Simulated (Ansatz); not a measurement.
Two isomers of C5H8O: A = `C1=COCCC1`, B = `CC1=CCCO1`.

Program: Ansatz. Geometries: PBE0-D4/def2-TZVP. ΔE: electronic, gas phase. CCSD(T)/CBS adds triple-zeta CCSD(T) − MP2 to the extrapolated MP2 energy (def2 sets, frozen cores). Functionals use def2-TZVPP.

Task: Which isomer does CCSD(T)/CBS put lower? Give the gap. (Estimate.)

Result: Ansatz gave: B, by 2.8 kJ/mol.

Task: Give E(B) − E(A) in kJ/mol with PBE0-D4, CCSD(T)/def2-SVP, B2PLYP, HF/def2-TZVPP, LDA (SPW92), r2SCAN-D4, CCSD/def2-TZVPP. (Best estimate.)

Result: Computed: PBE0-D4 -4.2, CCSD(T)/def2-SVP 1.3, B2PLYP -5.0, HF/def2-TZVPP -4.8, LDA (SPW92) -0.6, r2SCAN-D4 -4.7, CCSD/def2-TZVPP -2.5. The order is the other way round with CCSD(T)/def2-SVP.

Task: Does the order hold for the free energy at 298.15 K (harmonic terms from PBE0-D4)? (An estimate is asked.)

Result: Ansatz gave: Yes: G(B) − G(A) = -10.2 kJ/mol.

Largest T1 diagnostic: 0.012.

From BLYP to BHLYP (50 % exact exchange), in def2-TZVPP and without D4, E(B) − E(A) moves by +4.2 kJ/mol. The D4 term adds +3.2 kJ/mol with B3LYP and +1.6 kJ/mol with PBE0; it sums over pairs of atoms, weighted by their polarisabilities, and B3LYP, whose exchange is more repulsive, gets the larger term.

B3LYP here is the variant with VWN-RPA as its local correlation; programs differ in this.
